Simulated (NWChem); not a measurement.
# One shape, several levels: singlet O2F+

Wanted: a comparison of 6 runs (HF/def2-TZVPPD, PBE/def2-TZVPPD, PBE0/def2-TZVPPD, r2SCAN/def2-TZVPPD, MP2/def2-TZVPPD, CCSD(T)/def2-TZVPPD) of singlet O2F+. 

The results are computed with NWChem 7.3.0.

2 further runs of the same task are left out: 2 set aside as unsound or not needed. Runs told in other sessions of the task aren't counted.

### Step 1. The structure to begin with

The species is O2F+ (3 atoms), meant as a singlet with charge +1. As SMILES of the parent species, `[O]OF`. The coordinates come from a PBE0-D4/def2-TZVP relaxation. That shape belongs to the parent species and isn't relaxed for this state.

Bond lengths: O1–O2 1.181 Å. A long bond or contact: O2–F3 1.573 Å.

### Step 2. The energy at HF/def2-TZVPPD (run 1)

Contents of sp.nw:

```
start sp
title "FO2"
memory stack 880 mb heap 220 mb global 1100 mb
charge 1

geometry units bohr noautosym nocenter noautoz
O    1.76387036  -0.55830069   0.91130153
O    0.25184380   0.94083795   0.24175266
F   -2.01567637  -0.38253726  -1.15303529
end

basis spherical bse
O library def2-TZVPPD
F library def2-TZVPPD
end

scf
singlet
rhf
thresh 1e-08
maxiter 80
noprint "final vectors analysis"
end

task scf energy
```

Run with:

```bash
$ nwchem sp.nw > sp.out
```

What it wrote:

```text
[...]
  functions       =   120
[...]
  wavefunction    = RHF
[...]
         Total SCF energy =   -248.518722038208
      One-electron energy =   -473.477757026963
      Two-electron energy =    155.362342795650
 Nuclear repulsion energy =     69.596692193105
        Time for solution =     71.9s
[...]
```

Run time: 74 s. Hardware: 1 thread of Intel Xeon Platinum 8259CL at 2.50GHz (Skylake/Cascade Lake), shared host; peak memory 0.1 GiB.

### Step 3. A single-point energy at PBE/def2-TZVPPD (run 2)

Contents of a.nw:

```
START a
TITLE "FO2"
memory stack 880 mb heap 220 mb global 1100 mb
charge 1

GEOMETRY units au noautosym nocenter noautoz
   O   1.76387036 -0.55830069  0.91130153
   O   0.25184380  0.94083795  0.24175266
   F  -2.01567637 -0.38253726 -1.15303529
END

BASIS spherical bse
   * library def2-TZVPPD
END

DFT
   xc xpbe96 cpbe96
   grid fine
   convergence energy 1e-08
   maxiter 100
   mulliken
   noprint "final vectors analysis"
END

TASK dft energy
```

Run with:

```bash
$ nwchem a.nw > a.out
```

What it wrote:

```text
[...]
          Wavefunction type:  closed shell.
          No. of atoms     :     3
          No. of electrons :    24
[...]
          Charge           :     1
          Spin multiplicity:     1
[...]
          AO basis - number of functions:   120
[...]
              XC Information
              --------------
          PerdewBurkeErnzerhof Exchange Functional  1.000
            Perdew 1991 LDA Correlation Functional  1.000 local
           PerdewBurkeErnz. Correlation Functional  1.000 non-local
[...]
 d= 0,ls=0.0,diis     1   -249.0494437628 -3.19D+02  3.67D-02  4.38D+00     4.6
[...]
 d= 0,ls=0.0,diis    13   -249.5162547863 -8.36D-09  3.20D-08  1.51D-10    39.9
         Total DFT energy =     -249.516254786293
      One electron energy =     -473.989216699401
           Coulomb energy =      181.570268764192
    Exchange-Corr. energy =      -26.693999044188
 Nuclear repulsion energy =       69.596692193105
[...]
      Total Density - Mulliken Population Analysis
     ---------------------------------------------
    Atom       Charge   Shell Charges
 -----------   ------   -------------------------------------------------------
    1 O    8     7.61   0.80  1.17  0.68  0.99  0.32 -0.00  1.73  1.54  0.34  0.00  0.01  0.05 -0.01  0.00
    2 O    8     7.47   0.80  1.17  0.69  1.00  0.23 -0.02  1.68  1.54  0.30  0.00  0.01  0.08 -0.02  0.01
    3 F    9     8.92   0.78  1.19  0.66  1.01  0.36 -0.00  2.18  1.94  0.78  0.02  0.00  0.01  0.00  0.00
[...]
```

It took 41 s on 1 thread of Intel Xeon Platinum 8259CL at 2.50GHz (Skylake/Cascade Lake), shared host; peak memory 0.12 GiB.

Runs 3 to 5 aren't shown in full; the table further down has their settings and results.

### Step 4. A single-point energy at CCSD(T)/def2-TZVPPD (run 6)

Contents of work.nw:

```
start work
title "FO2 ccsd(t)"
memory total 2200 mb
charge 1

geometry units bohr noautosym nocenter noautoz
  O   1.76387036 -0.55830069  0.91130153
  O   0.25184380  0.94083795  0.24175266
  F  -2.01567637 -0.38253726 -1.15303529
end

basis "ao basis" spherical bse
  * library def2-TZVPPD
end

scf
  thresh 1e-08
  maxiter 80
end

ccsd
  freeze core 3
  maxiter 60
end

task ccsd(t) energy
```

Run with:

```bash
$ nwchem work.nw > work.out
```

What it wrote:

```text
[...]
  functions       =   120
[...]
  wavefunction    = RHF
[...]
         Total SCF energy =   -248.518722038208
      One-electron energy =   -473.477757026963
      Two-electron energy =    155.362342795650
 Nuclear repulsion energy =     69.596692193105
        Time for solution =     71.6s
[...]
 Total MP2 energy:           -249.274008873713512
[...]
             energy      energy      error      ampl     ampl      Block
                                                time     time      time
[...]
 Total CCSD energy:           -249.279996999187318
[...]
 Total CCSD+T(CCSD) energy:           -249.336850778905131
[...]
 Total CCSD(T) energy:                -249.328493797220347
[...]
```

Run time: 15 min. Hardware: 1 thread of Intel Xeon Platinum 8259CL at 2.50GHz (Skylake/Cascade Lake), shared host; peak memory 0.41 GiB.

### Step 5. Overview of the runs

```tsv
run	level	iteration cap	module	energy (Eh)	wall time
1	HF/def2-TZVPPD	80	scf	-248.518722	74 s
2	PBE/def2-TZVPPD	100	dft	-249.516255	41 s
3	PBE0/def2-TZVPPD	100	dft	-249.449979	45 s
4	r2SCAN/def2-TZVPPD	100	dft	-249.613510	45 s
5	MP2/def2-TZVPPD	80	mp2	-249.274009	78 s
6	CCSD(T)/def2-TZVPPD	80	ccsd(t)	-249.328494	15 min
```

### Step 6. What came out

```
                                          quantity          value
                               run 6: total energy  -249.32849 Eh
        run 6: HOMO energy (Hartree–Fock orbitals)      -24.81 eV
        run 6: LUMO energy (Hartree–Fock orbitals)      -10.36 eV
      run 6: HOMO–LUMO gap (Hartree–Fock orbitals)       14.44 eV
run 6: correlation energy (3 core orbitals frozen)     -809.8 mEh
                             run 6: (T) correction     -48.50 mEh
```

**Reading.** Below the HF energy at the same shape and in the same basis (def2-TZVPPD): MP2 -755.3 mEh; CCSD(T) -809.8 mEh. Totals of different functionals can't be ranked against each other. All runs together took 20 min, the longest 15 min.
